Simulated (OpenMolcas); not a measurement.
C2H3N (acetonitrile): the vertical ionisation energy from total energies

C2H3N: 6 atoms, total charge 0, spin state singlet. As SMILES, `CC#N`. The coordinates come from a GFN2-xTB relaxation.

```xyz
6

C    -0.2809    0.3357   -0.2139
C     0.5484   -0.6513    0.4198
N     1.2059   -1.4423    0.9179
H     0.1246    0.5746   -1.1963
H    -1.2921   -0.0546   -0.3236
H    -0.3058    1.2378    0.3961
```

Both states at this one shape; open shells run unrestricted unless said. 1 Eh = 27.2114 eV.

| level | program | singlet C2H3N (Eh) | doublet C2H3N+ (Eh) | HOMO of the first (eV) |
| --- | --- | --- | --- | --- |
| BHLYP/def2-SV(P) | OpenMolcas | -132.561607 | -132.113420 | -10.67 |
| BHLYP/def2-SVP | OpenMolcas | -132.569752 | -132.122807 | -10.65 |
| BHLYP/def2-TZVP | OpenMolcas | -132.723763 | -132.279418 | -10.72 |
| BHLYP/def2-TZVPP | OpenMolcas | -132.724867 | -132.280626 | -10.72 |

Problem. Work out the vertical ionisation energy at each level.

Solution. 
1. BHLYP/def2-SV(P): -132.113420 − (-132.561607) = 0.448187 Eh = 12.20 eV; −ε(HOMO) = 10.67 eV.
2. BHLYP/def2-SVP: -132.122807 − (-132.569752) = 0.446945 Eh = 12.16 eV; −ε(HOMO) = 10.65 eV.
3. BHLYP/def2-TZVP: -132.279418 − (-132.723763) = 0.444345 Eh = 12.09 eV; −ε(HOMO) = 10.72 eV.
4. BHLYP/def2-TZVPP: -132.280626 − (-132.724867) = 0.444241 Eh = 12.09 eV; −ε(HOMO) = 10.72 eV.

No measured value is set beside it here; the levels span 12.09 to 12.20 eV.
